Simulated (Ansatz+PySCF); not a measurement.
**doublet CH₄B: levels of theory in one basis**

```xyz
6

C    -0.0091   -0.0017   -0.7696
B    -0.0044    0.0056    0.7676
H    -0.0884   -0.9121   -1.3525
H     0.0837    0.8990   -1.3544
H    -0.0785    1.0296    1.3540
H     0.0730   -1.0217    1.3708
```

Basis set: cc-pVTZ (spherical functions). Correlated methods keep 2 orbitals frozen. Correlation on ROHF uses semicanonical orbitals with singles. Charge 0, multiplicity 2.

Computed with Ansatz (development build ahead of 0.2.0); each method stands on the lowest determinant of its kind that the runs found.

```csv
method,E − E(ROHF) (eV),<S²> of the determinant
ROHF,0.00,0.75
UHF,-0.09,0.76
ROHF-MP2,-6.87,–
UHF-MP2,-6.86,0.76
```

(1) Is a single determinant a sound starting point here?

Answers

(1) By this sign, yes. Unrestricted orbitals gain 0.09 eV and <S²> is 0.76 against 0.75 for a pure state.
